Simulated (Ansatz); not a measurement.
Reaction (SMILES): S=C=S + 4 [H][H] (H2) → C (CH4) + 2 S (H2S)
B3LYP-D3(BJ)/def2-TZVP geometries, fixed; electronic energies without zero-point terms.
Largest species:
```
C
H 1 1.0892
H 1 1.0892 2 109.47
H 1 1.0892 2 109.47 3 120.00
H 1 1.0892 2 109.47 3 -120.00
```
Charge 0, spin multiplicity 1.

Energies in hartree at B3LYP with Ansatz (a program for electronic structure); the energy of full hydrogenation is their sum with the coefficients shown, times 627.509 kcal/mol a hartree. All functions are spherical. The program fits the integrals of some runs and decomposes those of others, by size. No added dispersion term, no relativity.

| species | coefficient | part | cc-pV(D+d)Z | cc-pV(T+d)Z | cc-pV(Q+d)Z |
|---|---|---|---|---|---|
| S=C=S | -1 | B3LYP | -834.53909 | -834.57690 | -834.58657 |
| [H][H] (H2) | -4 | B3LYP | -1.17339 | -1.18000 | -1.18053 |
| C (CH4) | +1 | B3LYP | -40.51605 | -40.53824 | -40.54150 |
| S (H2S) | +2 | B3LYP | -399.41313 | -399.43292 | -399.43724 |

Predict the energy of full hydrogenation in cc-pV(5+d)Z (X = 5): let each B3LYP step shrink by the ratio of the last two. Compare with the run.


- S=C=S: steps -0.03781 and -0.00967, ratio 0.256, so B3LYP -834.58905 (run: -834.59376).
- [H][H] (H2): steps -0.00661 and -0.00053, ratio 0.080, so B3LYP -1.18057 (run: -1.18069).
- C (CH4): steps -0.02219 and -0.00326, ratio 0.147, so B3LYP -40.54198 (run: -40.54262).
- S (H2S): steps -0.01979 and -0.00432, ratio 0.218, so B3LYP -399.43818 (run: -399.44065).
Predicted -67.15 kcal/mol; the run in cc-pV(5+d)Z gives -67.39, a miss of 0.24. Keeping the value in cc-pV(Q+d)Z, -67.33, would miss by 0.07. All sums are of the energies as printed.
